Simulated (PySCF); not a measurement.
**CO2: adding exact exchange**

Base calculation in PySCF with density fitting and no spin–orbit coupling, PBE/def2-TZVP (no relativity): singlet, D∞h, C–O 1.171 Å (×2); wavenumbers 645 (×2), 1323, 2363 cm⁻¹; gap between the highest occupied and lowest empty levels 8.61 eV, polar-tensor charge of C 1.02 e, atomisation energy (no zero-point energy) 1743 kJ/mol.

Task: What changes on going to PBE0/def2-TZVP (no relativity)?

Result: The point group stays the same. Changes: mean bond to C -0.014 Å, highest wavenumber +93 cm⁻¹, lowest wavenumber +43 cm⁻¹, gap between the highest occupied and lowest empty levels +2.89 eV, polar-tensor charge of C +0.15 e, atomisation energy (no zero-point energy) -105 kJ/mol. The new structure has C–O 1.157 Å (×2), with wavenumbers 688 (×2), 1395, 2456 cm⁻¹. Exact exchange shortens and stiffens the bonds and opens the gap, the usual pattern.

The structures come from searches over a few start shapes, so lower isomers are not excluded.
